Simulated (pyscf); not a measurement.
Single points on ωB97X-D3(BJ)/def2-SVP structures (PySCF, gas phase). MP2 and CC: frozen core, UHF for open shells. ΔMP2 is the change of the MP2 total energy from the triple- to the quadruple-zeta basis.

Task: What is the homolytic dissociation enthalpy (298 K, CCSD(T)/def2-TZVPP + ΔMP2(QZVPP)) of the S–S bond of HS–SH, to SH• + SH•?

Result: S–S to SH• + SH•: 262.4 kJ/mol. The CCSD(T) − MP2 part came from Ansatz, without density fitting, on the same reference. Left out: the spin-orbit lowering of SH.
